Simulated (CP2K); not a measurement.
**A workflow on doublet HNO+**

Wanted: a series of 9 runs (UPBE/def2-SVP, PBE/def2-SVPD, UPBE/def2-SVPD, PBE/def2-TZVP, UPBE/def2-TZVP, PBE/def2-TZVPD, UPBE/def2-TZVPD, PBE/def2-QZVP, and more) of HNO. 

Program for the calculation: CP2K 2026.2.

### 1 Starting point

The species is HNO+ (3 atoms), meant as a doublet with charge +1. SMILES of the parent species: `N=O`. Geometry: relaxed at GFN2-xTB. That shape belongs to the parent species and isn't relaxed for this state.

Bond lengths: N1–O2 1.201 Å, N1–H3 1.062 Å. Angles: O2–N1–H3 112.4°.

### 2 Energy and forces at UPBE/def2-SVP (run 1)

Contents of run.inp:

```
&GLOBAL
   PROJECT run
   RUN_TYPE ENERGY_FORCE
   PRINT_LEVEL MEDIUM
&END GLOBAL

&FORCE_EVAL
   METHOD QUICKSTEP
   &DFT
      BASIS_SET_FILE_NAME ./def2_svp.basis
      POTENTIAL_FILE_NAME POTENTIAL
      CHARGE 1
      MULTIPLICITY 2
      UKS T
      &QS
         METHOD GAPW
         EPS_DEFAULT 1.0E-10
      &END QS
      &MGRID
         CUTOFF 280
         REL_CUTOFF 50
         NGRIDS 4
      &END MGRID
      &POISSON
         PERIODIC NONE
         POISSON_SOLVER MULTIPOLE
      &END POISSON
      &SCF
         SCF_GUESS ATOMIC
         EPS_SCF 1.0E-06
         MAX_SCF 50
         &OT
            MINIMIZER DIIS
            PRECONDITIONER FULL_ALL
         &END OT
         &OUTER_SCF
            EPS_SCF 1.0E-06
            MAX_SCF 5
         &END OUTER_SCF
      &END SCF
      &XC
         &XC_FUNCTIONAL PBE
         &END XC_FUNCTIONAL
      &END XC
      &PRINT
         &MOMENTS
            PERIODIC F
            REFERENCE COM
            MAX_MOMENT 1
         &END MOMENTS
         &MO_CUBES
            NLUMO 1
            NHOMO -1
            WRITE_CUBE F
         &END MO_CUBES
         &HIRSHFELD OFF
         &END HIRSHFELD
      &END PRINT
   &END DFT
   &SUBSYS
      &CELL
         ABC 9.5 9.3 9
         PERIODIC NONE
      &END CELL
      &COORD
         N      4.336090     5.095825     4.327835
         O      5.380610     5.216635     4.908765
         H      4.119390     4.083365     4.091235
      &END COORD
      &KIND N
         BASIS_SET def2-SVP
         POTENTIAL ALL
      &END KIND
      &KIND O
         BASIS_SET def2-SVP
         POTENTIAL ALL
      &END KIND
      &KIND H
         BASIS_SET def2-SVP
         POTENTIAL ALL
      &END KIND
   &END SUBSYS
   &PRINT
      &FORCES ON
      &END FORCES
   &END PRINT
&END FORCE_EVAL
```

Launch:

```sh
$ OMP_NUM_THREADS=2 cp2k.psmp -i run.inp -o run.out
```

Output:

```text
CP2K| version string:                                       CP2K version 2026.2
[...]
 GLOBAL| Method name                                                        CP2K
[...]
 GLOBAL| Run type                                                   ENERGY_FORCE
[...]
 DFT| Spin unrestricted (spin-polarized) Kohn-Sham calculation               UKS
 DFT| Multiplicity                                                             2
[...]
 DFT| Charge                                                                   1
[...]
 FUNCTIONAL| PBE:
 QS| Method:                                                                GAPW
[...]
 QS| Density cutoff [a.u.]:                                                140.0
[...]
 QS| Relative density cutoff [a.u.]:                                        25.0
[...]
                             - Atoms:                                          3
[...]
                             - Spherical basis functions:                     33
[...]
 Number of electrons:                                                          8
[...]
     1 OT DIIS     0.15E+00    0.4     0.23376651      -123.6590404081 -1.24E+02
[...]
     9 OT DIIS     0.15E+00    0.4     0.00000030      -129.8660119365 -1.38E-10
  *** SCF run converged in     9 steps ***
[...]
  Overlap energy of the core charge distribution:               0.00000010096831
  Self energy of the core charge distribution:               -122.12017092992252
  Core Hamiltonian energy:                                    -14.06247343968429
  Hartree energy:                                              38.80281212463672
  Exchange-correlation energy:                                 -6.01622573274674
[...]
  Dipole moment [Debye]
    X= -0.1473238E+01 Y= -0.2041818E+01 Z= -0.1039616E+01  Total=      2.7240143
[...]
 HOMO - LUMO gap [eV] :    5.873553
[...]
 ENERGY| Total FORCE_EVAL ( QS ) energy [hartree]           -129.866011936506396
 FORCES| Atomic forces [hartree/bohr]
 FORCES|   Atom     x               y               z               |f|
 FORCES|      1  1.04702325E-01  1.37103409E-02  5.84639664E-02   1.20700397E-01
 FORCES|      2 -9.00641475E-02  2.26421485E-04 -4.88574000E-02   1.02462908E-01
 FORCES|      3 -1.46302361E-02 -1.44203939E-02 -9.62833722E-03   2.26869224E-02
 FORCES| Sum     7.94189350E-06 -4.83631553E-04 -2.17707970E-05
 FORCES| Total atomic force                                       4.84186452E-04
[...]
```

Run time: 25 s. Hardware: 2 threads of Arm Neoverse V2, shared host; peak memory 0.6 GiB.

### 3 Singlet neutral HNO: energy and gradient at PBE/def2-SVPD (run 2)

Contents of job.inp:

```
&GLOBAL
   PROJECT job
   RUN_TYPE ENERGY_FORCE
   PRINT_LEVEL MEDIUM
&END GLOBAL
&FORCE_EVAL
   METHOD Quickstep
   &DFT
      BASIS_SET_FILE_NAME ./def2_svpd.basis
      POTENTIAL_FILE_NAME POTENTIAL
      &QS
         METHOD GAPW
         EPS_DEFAULT 1.0E-10
      &END QS
      &MGRID
         CUTOFF 280
         REL_CUTOFF 50
         NGRIDS 4
      &END MGRID
      &POISSON
         PERIODIC NONE
         POISSON_SOLVER MULTIPOLE
      &END POISSON
      &SCF
         SCF_GUESS ATOMIC
         EPS_SCF 1.0E-06
         MAX_SCF 50
         &OT
            MINIMIZER DIIS
            PRECONDITIONER FULL_ALL
         &END OT
         &OUTER_SCF
            EPS_SCF 1.0E-06
            MAX_SCF 10
         &END OUTER_SCF
      &END SCF
      &XC
         &XC_FUNCTIONAL PBE
         &END XC_FUNCTIONAL
      &END XC
      &PRINT
         &MOMENTS
            PERIODIC F
            REFERENCE COM
            MAX_MOMENT 1
         &END MOMENTS
         &MO_CUBES
            NLUMO 3
            NHOMO -1
            WRITE_CUBE F
         &END MO_CUBES
         &HIRSHFELD OFF
         &END HIRSHFELD
      &END PRINT
   &END DFT
   &SUBSYS
      &CELL
         ABC 9.5 9.3 9
         PERIODIC NONE
      &END CELL
      &COORD
         N      4.336090     5.095825     4.327835
         O      5.380610     5.216635     4.908765
         H      4.119390     4.083365     4.091235
      &END COORD
      &KIND N
         BASIS_SET def2-SVPD
         POTENTIAL ALL
      &END KIND
      &KIND O
         BASIS_SET def2-SVPD
         POTENTIAL ALL
      &END KIND
      &KIND H
         BASIS_SET def2-SVPD
         POTENTIAL ALL
      &END KIND
   &END SUBSYS
   &PRINT
      &FORCES ON
      &END FORCES
   &END PRINT
&END FORCE_EVAL
```

Launch:

```sh
$ OMP_NUM_THREADS=2 cp2k.psmp -i job.inp > job.out 2>&1
```

Output:

```text
CP2K| version string:                                       CP2K version 2026.2
[...]
 GLOBAL| Method name                                                        CP2K
[...]
 GLOBAL| Run type                                                   ENERGY_FORCE
[...]
 DFT| Spin restricted Kohn-Sham (RKS) calculation                            RKS
 DFT| Multiplicity                                                             1
[...]
 DFT| Charge                                                                   0
[...]
 FUNCTIONAL| PBE:
 QS| Method:                                                                GAPW
[...]
 QS| Density cutoff [a.u.]:                                                140.0
[...]
 QS| Relative density cutoff [a.u.]:                                        25.0
[...]
                             - Atoms:                                          3
[...]
                             - Spherical basis functions:                     51
[...]
 Number of electrons:                                                         16
[...]
     1 OT DIIS     0.15E+00    0.3     0.34857814      -124.3818150552 -1.24E+02
[...]
    30 OT DIIS     0.15E+00    0.3     0.00000063      -130.2507741365 -2.05E-10
  *** SCF run converged in    30 steps ***
[...]
  Overlap energy of the core charge distribution:               0.00000010096831
  Self energy of the core charge distribution:               -122.12017092992252
  Core Hamiltonian energy:                                    -13.44561990279970
  Hartree energy:                                              38.15649178317774
  Exchange-correlation energy:                                 -6.39772107780075
[...]
  Dipole moment [Debye]
    X= -0.5963573E+00 Y= -0.1420757E+01 Z= -0.4911923E+00  Total=      1.6172390
[...]
 WARNING : did not converge in ot_eigensolver
 number of iterations          299  exceeded maximum
 current gradient / target gradient   1.3134418198889597E-004  /    1.0000000000000001E-005
[...]
 HOMO - LUMO gap [eV] :    1.017007
[...]
 ENERGY| Total FORCE_EVAL ( QS ) energy [hartree]           -130.250774136555492
 FORCES| Atomic forces [hartree/bohr]
 FORCES|   Atom     x               y               z               |f|
 FORCES|      1 -1.35620601E-02  2.13692074E-02 -4.83021922E-03   2.57663253E-02
 FORCES|      2  8.60045380E-03 -7.31835237E-03  3.80562443E-03   1.19167472E-02
 FORCES|      3  5.03544525E-03 -1.45129637E-02  1.03974383E-03   1.53968468E-02
 FORCES| Sum     7.38389513E-05 -4.62108601E-04  1.51490424E-05
 FORCES| Total atomic force                                       4.68215809E-04
[...]
```

Wall time 11 s (2 threads of Arm Neoverse V2, shared host); peak memory 0.5 GiB.

Run 3 isn't shown in full; the table further down has it.

### 4 Singlet neutral HNO: energy and forces at PBE/def2-TZVP (run 4)

Contents of mol.inp:

```
&GLOBAL
  PROJECT_NAME mol
  RUN_TYPE ENERGY_FORCE
  PRINT_LEVEL MEDIUM
&END

&FORCE_EVAL
  METHOD QUICKSTEP
  &DFT
    BASIS_SET_FILE_NAME ./def2_tzvp.basis
    POTENTIAL_FILE_NAME POTENTIAL
    &QS
      METHOD GAPW
      EPS_DEFAULT 1.0E-10
    &END
    &MGRID
      CUTOFF 280
      REL_CUTOFF 50
      NGRIDS 4
    &END
    &POISSON
      PERIODIC NONE
      POISSON_SOLVER MULTIPOLE
    &END
    &SCF
      SCF_GUESS ATOMIC
      EPS_SCF 1.0E-06
      MAX_SCF 50
      &OT
        MINIMIZER DIIS
        PRECONDITIONER FULL_ALL
      &END
      &OUTER_SCF
        EPS_SCF 1.0E-06
        MAX_SCF 10
      &END
    &END
    &XC
      &XC_FUNCTIONAL PBE
      &END
    &END
    &PRINT
      &MOMENTS
        PERIODIC F
        REFERENCE COM
        MAX_MOMENT 1
      &END
      &MO_CUBES
        NLUMO 3
        NHOMO -1
        WRITE_CUBE F
      &END
      &HIRSHFELD OFF
      &END
    &END
  &END
  &SUBSYS
    &CELL
      ABC 9.5 9.3 9
      PERIODIC NONE
    &END
    &COORD
      N      4.336090     5.095825     4.327835
      O      5.380610     5.216635     4.908765
      H      4.119390     4.083365     4.091235
    &END
    &KIND N
      BASIS_SET def2-TZVP
      POTENTIAL ALL
    &END
    &KIND O
      BASIS_SET def2-TZVP
      POTENTIAL ALL
    &END
    &KIND H
      BASIS_SET def2-TZVP
      POTENTIAL ALL
    &END
  &END
  &PRINT
    &FORCES ON
    &END
  &END
&END
```

Launch:

```sh
$ OMP_NUM_THREADS=2 cp2k.psmp mol.inp > mol.out
```

Output:

```text
CP2K| version string:                                       CP2K version 2026.2
[...]
 GLOBAL| Method name                                                        CP2K
[...]
 GLOBAL| Run type                                                   ENERGY_FORCE
[...]
 DFT| Spin restricted Kohn-Sham (RKS) calculation                            RKS
 DFT| Multiplicity                                                             1
[...]
 DFT| Charge                                                                   0
[...]
 FUNCTIONAL| PBE:
 QS| Method:                                                                GAPW
[...]
 QS| Density cutoff [a.u.]:                                                140.0
[...]
 QS| Relative density cutoff [a.u.]:                                        25.0
[...]
                             - Atoms:                                          3
[...]
                             - Spherical basis functions:                     68
[...]
 Number of electrons:                                                         16
[...]
     1 OT DIIS     0.15E+00    0.3     0.35714210      -122.7772786323 -1.23E+02
[...]
     4 OT DIIS     0.15E+00    0.3     0.00000046      -130.3952394485 -1.63E-10
  *** SCF run converged in     4 steps ***
[...]
  Overlap energy of the core charge distribution:               0.00000010096831
  Self energy of the core charge distribution:               -122.12017092992252
  Core Hamiltonian energy:                                    -13.43443661070622
  Hartree energy:                                              35.18376129000663
  Exchange-correlation energy:                                 -5.83821724234208
[...]
  Dipole moment [Debye]
    X= -0.5493375E+00 Y= -0.1422213E+01 Z= -0.4656331E+00  Total=      1.5941379
[...]
 WARNING : did not converge in ot_eigensolver
 number of iterations          299  exceeded maximum
 current gradient / target gradient   2.0877764135143846E-003  /    1.0000000000000001E-005
[...]
 HOMO - LUMO gap [eV] :    1.080734
[...]
 ENERGY| Total FORCE_EVAL ( QS ) energy [hartree]           -130.395239448480027
 FORCES| Atomic forces [hartree/bohr]
 FORCES|   Atom     x               y               z               |f|
 FORCES|      1 -1.28147457E-02  2.19885839E-02 -4.34918316E-03   2.58191968E-02
 FORCES|      2  7.27452081E-03 -7.58465687E-03  3.05783837E-03   1.09451381E-02
 FORCES|      3  5.52047031E-03 -1.44834879E-02  1.30694851E-03   1.55549069E-02
 FORCES| Sum    -1.97545476E-05 -7.95609444E-05  1.56037130E-05
 FORCES| Total atomic force                                       8.34485583E-05
[...]
```

Wall time 17 s (2 threads of Arm Neoverse V2, shared host); peak memory 0.5 GiB.

Runs 5 to 8 aren't shown in full; the table further down has their settings and results.

### 5 Energy and forces at UPBE/def2-QZVP (run 9)

Contents of mol.inp:

```
&GLOBAL
 PROJECT mol
 RUN_TYPE ENERGY_FORCE
 PRINT_LEVEL MEDIUM
&END GLOBAL

&FORCE_EVAL
 METHOD QS
 &DFT
  BASIS_SET_FILE_NAME ./def2_qzvp.basis
  POTENTIAL_FILE_NAME POTENTIAL
  CHARGE 1
  MULTIPLICITY 2
  SPIN_POLARIZED T
  &QS
   METHOD GAPW
   EPS_DEFAULT 1.0E-10
  &END QS
  ! real-space grids
  &MGRID
   CUTOFF 280
   REL_CUTOFF 50
   NGRIDS 4
  &END MGRID
  &POISSON
   PERIODIC NONE
   POISSON_SOLVER MULTIPOLE
  &END POISSON
  ! SCF settings
  &SCF
   SCF_GUESS ATOMIC
   EPS_SCF 1.0E-06
   MAX_SCF 50
   &OT ON
    MINIMIZER DIIS
    PRECONDITIONER FULL_ALL
   &END OT
   &OUTER_SCF
    EPS_SCF 1.0E-06
    MAX_SCF 5
   &END OUTER_SCF
  &END SCF
  &XC
   &XC_FUNCTIONAL PBE
   &END XC_FUNCTIONAL
  &END XC
  ! extra output
  &PRINT
   &MOMENTS
    PERIODIC F
    REFERENCE COM
    MAX_MOMENT 1
   &END MOMENTS
   &MO_CUBES
    NLUMO 1
    NHOMO -1
    WRITE_CUBE F
   &END MO_CUBES
   &HIRSHFELD OFF
   &END HIRSHFELD
  &END PRINT
 &END DFT
 &SUBSYS
  &CELL
   ABC [angstrom] 9.5 9.3 9
   PERIODIC NONE
  &END CELL
  &COORD
   N      4.336090     5.095825     4.327835
   O      5.380610     5.216635     4.908765
   H      4.119390     4.083365     4.091235
  &END COORD
  &KIND N
   BASIS_SET def2-QZVP
   POTENTIAL ALL
  &END KIND
  &KIND O
   BASIS_SET def2-QZVP
   POTENTIAL ALL
  &END KIND
  &KIND H
   BASIS_SET def2-QZVP
   POTENTIAL ALL
  &END KIND
 &END SUBSYS
 &PRINT
  &FORCES ON
  &END FORCES
 &END PRINT
&END FORCE_EVAL
```

Launch:

```sh
$ OMP_NUM_THREADS=2 cp2k.psmp -i mol.inp > mol.out 2>&1
```

Output:

```text
CP2K| version string:                                       CP2K version 2026.2
[...]
 GLOBAL| Method name                                                        CP2K
[...]
 GLOBAL| Run type                                                   ENERGY_FORCE
[...]
 DFT| Spin unrestricted (spin-polarized) Kohn-Sham calculation               UKS
 DFT| Multiplicity                                                             2
[...]
 DFT| Charge                                                                   1
[...]
 FUNCTIONAL| PBE:
 QS| Method:                                                                GAPW
[...]
 QS| Density cutoff [a.u.]:                                                140.0
[...]
 QS| Relative density cutoff [a.u.]:                                        25.0
[...]
                             - Atoms:                                          3
[...]
                             - Spherical basis functions:                    144
[...]
 Number of electrons:                                                          8
[...]
     1 OT DIIS     0.15E+00    0.6     0.18330065      -116.5742554676 -1.17E+02
[...]
    11 OT DIIS     0.15E+00    0.6     0.00000090      -130.0285783141 -1.45E-09
  *** SCF run converged in    11 steps ***
[...]
  Overlap energy of the core charge distribution:               0.00000010096831
  Self energy of the core charge distribution:               -122.12017092992252
  Core Hamiltonian energy:                                    -14.10245242713248
  Hartree energy:                                              37.23016490460122
  Exchange-correlation energy:                                 -5.69457562830817
[...]
  Dipole moment [Debye]
    X= -0.1439032E+01 Y= -0.1951979E+01 Z= -0.1010708E+01  Total=      2.6272737
[...]
 WARNING : did not converge in ot_eigensolver
 number of iterations          299  exceeded maximum
 current gradient / target gradient   1.7019275966163026E-004  /    1.0000000000000001E-005
[...]
 HOMO - LUMO gap [eV] :    5.905058
[...]
 ENERGY| Total FORCE_EVAL ( QS ) energy [hartree]           -130.028578314626429
 FORCES| Atomic forces [hartree/bohr]
 FORCES|   Atom     x               y               z               |f|
 FORCES|      1  1.00913421E-01  1.02393492E-02  5.59894119E-02   1.15858436E-01
 FORCES|      2 -8.88773026E-02 -6.46486892E-04 -4.83098959E-02   1.01160461E-01
 FORCES|      3 -1.20585050E-02 -9.61232223E-03 -7.66301987E-03   1.72199348E-02
 FORCES| Sum    -2.23863453E-05 -1.94598896E-05  1.64961770E-05
 FORCES| Total atomic force                                       3.39405306E-05
[...]
```

It took 39 s on 2 threads of Arm Neoverse V2, shared host; peak memory 0.64 GiB.

### 6 All runs side by side

| run | level | outer scf | virtuals after ot | partner | energy (Eh) | HOMO energy (eV) | LUMO energy (eV) | ⟨S²⟩ | wall time |
| --- | --- | --- | --- | --- | --- | --- | --- | --- | --- |
| 1 | UPBE/def2-SVP | 5 | 1 | cation | -129.866012 | -17.10 | -15.25 | 0.751 | 25 s |
| 2 | PBE/def2-SVPD | 10 | 3 | base | -130.250774 | -5.45 | -4.44 | – | 11 s |
| 3 | UPBE/def2-SVPD | 5 | 1 | cation | -129.872251 | -17.12 | -15.28 | 0.752 | 29 s |
| 4 | PBE/def2-TZVP | 10 | 3 | base | -130.395239 | -5.34 | -4.26 | – | 17 s |
| 5 | UPBE/def2-TZVP | 5 | 1 | cation | -130.020281 | -17.04 | -15.17 | 0.752 | 33 s |
| 6 | PBE/def2-TZVPD | 10 | 3 | base | -130.396896 | -5.44 | -4.36 | – | 24 s |
| 7 | UPBE/def2-TZVPD | 5 | 1 | cation | -130.020729 | -17.04 | -15.17 | 0.752 | 34 s |
| 8 | PBE/def2-QZVP | 10 | 3 | base | -130.404275 | -5.40 | -4.33 | – | 23 s |
| 9 | UPBE/def2-QZVP | 5 | 1 | cation | -130.028578 | -17.04 | -15.16 | 0.752 | 39 s |

Convergence of the total energy of singlet HNO with the basis set, against the last point:

| basis set | from the last (mEh) | wall time |
| --- | --- | --- |
| def2-SVPD | +153.501 | 11 s |
| def2-TZVP | +9.036 | 17 s |
| def2-TZVPD | +7.380 | 24 s |
| def2-QZVP | +0.000 | 23 s |

Convergence of the HOMO energy of singlet HNO with the basis set, against the last point:

| basis set | from the last (eV) | wall time |
| --- | --- | --- |
| def2-SVPD | -0.0509 | 11 s |
| def2-TZVP | +0.0587 | 17 s |
| def2-TZVPD | -0.0380 | 24 s |
| def2-QZVP | +0.0000 | 23 s |

### 7 Results

| quantity | value |
| --- | --- |
| run 9, UPBE/def2-QZVP: total energy | -130.02858 Eh |
| run 9, UPBE/def2-QZVP: HOMO energy (highest over α and β) | -17.04 eV |
| run 9, UPBE/def2-QZVP: LUMO energy (lowest over α and β) | -15.16 eV |
| run 9, UPBE/def2-QZVP: ⟨S²⟩ | 0.752 |
| run 9, UPBE/def2-QZVP: largest force on an atom | 5.958 eV/Å |
| vertical ionisation energy (to the doublet cation), PBE/def2-SVPD | 10.300 eV |
| vertical ionisation energy (to the doublet cation), PBE/def2-TZVP | 10.203 eV |
| vertical ionisation energy (to the doublet cation), PBE/def2-TZVPD | 10.236 eV |
| vertical ionisation energy (to the doublet cation), PBE/def2-QZVP | 10.223 eV |

For the total energy of singlet HNO to stay within 10 mEh of the last point, def2-TZVP is the first point of the series from which all later ones do (17 s against 23 s). For the HOMO energy of singlet HNO to stay within 0.05 eV of the last point, def2-TZVPD is the first point of the series from which all later ones do (24 s against 23 s). All runs together took 3.9 min, the longest 39 s.
